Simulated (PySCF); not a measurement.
Method: PySCF with PBE-D3(BJ)/def2-TZVP // ωB97X-D3(BJ)/def2-TZVP. Gas-phase values, no solvent. Excitations are Tamm–Dancoff values on a coarser integration grid. The basis has no diffuse functions, so Rydberg states are missing or too high.

Reference species (SMILES): `[F][Al]([F])[Cl]` (neutral, multiplicity 1).

```
Quantity                   Value
----------------------  --------
S1 oscillator strength     0.013
S1 excitation (TDA)      6.30 eV
HOMO                    -8.48 eV
```

After one change: the S1 oscillator strength falls by 0.013; the S1 excitation (TDA) goes up by 0.97 eV; the HOMO falls by 1.14 eV.

Problem. What was changed between the two runs? The new species is one of these.
(A) `[Cl][Al]([Cl])[Cl]`
(B) `[F][Al]([F])[F]`
(C) `[F][Al]([Cl])[Cl]`

Solution. B, `[F][Al]([F])[F]`
